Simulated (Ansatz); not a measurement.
K₂ZnTe₂ (Ibam, No. 72; cell taken from a computed entry)

The numbers are results of HSE06 (PAW; Ansatz, a first-principles code), not measurements.

Numerical settings: plane-wave cutoff 460 eV, 4×4×4 k mesh, Fermi–Dirac smearing 0.01 eV, scalar-relativistic PAW data made under PBE.

Cell: relaxed with PBEsol: a = 7.2152 Å, b = 13.9266 Å, c = 6.8881 Å, α = β = γ = 90.00°.

```yaml
band_gap: 2.91 eV
smallest_direct_gap_on_the_k_points_sampled: 3.11 eV
```

Note: cell and atoms aren't relaxed at this level (pressure 1.1 GPa); this cell isn't known to be the ambient phase, and symmetry holds it in the calculation.

Spin–orbit coupling is not included; with these elements it can move the gap by several tenths of an eV or more.
